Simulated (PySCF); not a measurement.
**Ionising BO**

PBE; PySCF, no relativity, basis sets B aug-pcseg-1, O aug-pcseg-1. Neutral (UKS): doublet (σ ↑), Re = 1.219 Å, ωe = 1841 cm⁻¹, De = 8.93 eV, HOMO -8.40 eV, LUMO -5.53 eV.

BO⁻ (UKS): singlet (closed shell), Re = 1.250 Å, ωe = 1673 cm⁻¹, De = 9.56 eV to B + O⁻. The energies at the minima are -99.89717 hartree for BO and -99.98712 for BO⁻.

(1) Work out the adiabatic electron affinity, without and with harmonic zero-point energies (1 hartree = 27.2114 eV, 1 eV = 8065.5 cm⁻¹), and the change of the bond length.

For an ion De counts to the pair picked by the measured ionisation energies or electron affinities, which need not be the lowest pair at this level. The highest Kohn–Sham level is positive in this anion. Much of that is self-interaction error, but it also means that the finite basis helps to hold the extra electron. States were picked by a PBE0 search and need not be the measured ground states.

## Answers

(1) At PBE: 0.08995 hartree = 2.448 eV between the minima; the zero-point term (1841.0 − 1673.0)/2 cm⁻¹ = +0.010 eV makes it 2.458 eV. Re changes by +3.1 pm against the neutral. The electron enters a σ orbital; the charge polarises the partner, so the anion is bound more strongly.
